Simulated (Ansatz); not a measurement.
A Al7Ru8 cell: a crystal with Al atoms taken out, relaxed.

```
Al Ru
1.0
    -5.84961   -0.01793    0.01839
    -2.90688    5.93084    0.00566
    -2.90641   -0.00543   -5.93051
Al Ru
7 8
Direct
  0.74315 0.51453 0.99932
  0.00141 0.49948 0.49872
  0.50136 0.99954 0.99879
  0.74315 0.00005 0.51375
  0.25964 0.48452 0.99816
  0.50144 0.49949 0.49881
  0.25970 0.99897 0.48375
  0.51853 0.24569 0.24487
  0.23739 0.75339 0.24485
  0.48423 0.75342 0.75266
  0.99157 0.24538 0.24465
  0.23735 0.24555 0.75261
  0.76547 0.75347 0.24486
  0.01119 0.75359 0.75286
  0.76541 0.24563 0.75274
```

These are results of DFT r2SCAN, scalar-relativistic, plane waves, PAW (Ansatz 0.2.0), not measurements.

Plane waves to 500 eV, a k mesh through Γ of 7×6×6 on the computed 15-atom cell and Gaussian smearing (0.10 eV); no spin polarisation.

Question: Describe its local order.

Answer: Counting as bonded all pairs within 1.3 times the summed covalent radii:

```csv
atom → neighbour,mean count,mean length (Å),spread (Å)
Al → Al,5.14,2.94,0.04
Al → Ru,8.00,2.57,0.03
Ru → Al,7.00,2.57,0.03
Ru → Ru,6.00,2.96,0.10
```

Angles between all pairs of such bonds at an atom (mean ± spread): 97 ± 36° at Al, 96 ± 36° at Ru.

Question: Does it have a gap?

Answer: It has no gap on the mesh. Levels at Γ next to the Fermi level (eV from it): -1.06, -0.84, -0.79, -0.78, -0.57, -0.57, 0.12, 0.31, 0.32, 0.46, 0.61, 0.88. It lies 0.45 eV/atom below the elements' standard states (static lattices, no corrections for gases).

The final mesh leaves forces up to 0.11 eV/Å and stresses up to 1.0 GPa: the relaxation ran on a coarser mesh, so the cell's shape, its bonds and its energy belong partly to that mesh.

Cost: 2 runs of about 17 core-minutes in all (earlier runs that led there not counted), on Intel Xeon Platinum 8259CL (Skylake/Cascade Lake) (shared hosts).